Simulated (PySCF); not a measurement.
Aluminium: a sound run and one with changed settings

Sound run: Al [Ne] 3s2 3p1, Al+ [Ne] 3s2. All numbers are calculated (PySCF 2.14, the non-relativistic Hamiltonian (point nucleus), in aug-cc-pV(D+d)Z (5s4p3d, 32 functions)). The sound run starts from symmetry-adapted Hartree-Fock orbitals and uses a fine grid where one is needed.

A second run was set up differently.

```tsv
species	method	sound run (hartree)	changed run (hartree)	converged
Al	UHF	-241.87429	-241.87429	yes
Al	BP86	-242.37968	-242.06552	yes
Al	M06-L	-242.34616	-242.00768	yes
Al+	UHF	-241.66853	-241.66853	yes
Al+	BP86	-242.15321	-241.74842	yes
Al+	M06-L	-242.12967	-241.63643	yes
```

Ionisation energy of Al:

| method | sound run (eV) | changed run (eV) |
| --- | --- | --- |
| UHF | 5.599 | 5.599 |
| BP86 | 6.163 | 8.629 |
| M06-L | 5.891 | 10.102 |

**Question.** What was changed?
A. radial grid too coarse
B. minimal basis
C. level shift left on
D. too few SCF iterations

**Answer.** A. It used radial step 1.2 in ln r (0.13 in the sound run). A coarse radial grid mis-integrates the density and the exchange-correlation energy, with errors of either sign; Hartree-Fock needs no grid.
